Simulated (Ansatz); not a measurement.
## Two structures, one formula

Two relaxed structures of C2H5Si (charge -1), singlet (PBE0-D4/def2-TZVPD; forces vanish, vibrations not checked).

A:

```
8
angstrom
C -0.1702 0.3288 -0.2889
Si -1.8163 -0.0396 -0.8050
C 0.6422 -0.5329 0.6357
H -2.0451 1.2054 -1.7090
H 0.3563 1.2271 -0.6249
H 0.9462 -0.0112 1.5590
H 1.5774 -0.8977 0.1781
H 0.0723 -1.4193 0.9443
```

B:

```json
{"atom": "C1", "x (Å)": "-1.5758", "y (Å)": "0.1439", "z (Å)": "-0.8132"}
{"atom": "Si2", "x (Å)": "0.6254", "y (Å)": "-0.6122", "z (Å)": "0.6789"}
{"atom": "C3", "x (Å)": "-0.3118", "y (Å)": "0.4868", "z (Å)": "-0.4548"}
{"atom": "H4", "x (Å)": "-1.9882", "y (Å)": "0.9209", "z (Å)": "-1.5005"}
{"atom": "H5", "x (Å)": "0.2225", "y (Å)": "1.3986", "z (Å)": "-0.7954"}
{"atom": "H6", "x (Å)": "1.0949", "y (Å)": "0.0477", "z (Å)": "1.9596"}
{"atom": "H7", "x (Å)": "1.9342", "y (Å)": "-1.1334", "z (Å)": "0.1208"}
{"atom": "H8", "x (Å)": "-0.1418", "y (Å)": "-1.8205", "z (Å)": "1.1047"}
```

Computed with Ansatz 0.2.0 (basis: def2-TZVPPD); correlated methods freeze the cores. B3LYP uses VWN-RPA correlation.

Task: Which structure is lower at CCSD(T), and by how much? (Judge from chemistry; the value comes from the calculation.)

Result: By the calculation: A, by 103.8 kJ/mol (electronic energy, against the other). By their contacts, A is C₂H₅Si ([CH3][CH][SiH]), total charge -1 and B is C₂H₅Si ([CH][CH][SiH3]), total charge -1.

All methods give the same order:

```tsv
method	E(B) − E(A) (kJ/mol)
PBE-D4	110.7
r2SCAN-D4	102.9
PBE0-D4	110.2
B3LYP-D4	95.9
wB97M-V	95.6
HF	68.5
MP2	107.4
CCSD	100.3
CCSD(T)	103.8
```

The T1 diagnostic stays at or below 0.018. The restricted Hartree–Fock reference is unstable towards an unrestricted one at one or more of these structures.

Labels in which every atom is bracketed show which atoms are joined, not bond orders.

For scale, one of the runs: CCSD(T)/def2-TZVPPD, 207 basis functions, launched by `ansatz run in.yaml --threads 2 --pin off --events-out ev --progress --plain --max-ram 4352MiB`. Time: 66 s of wall clock on 2 CPU threads of an Arm Neoverse V2; the host was shared. Peak host memory: 2.6 GiB.
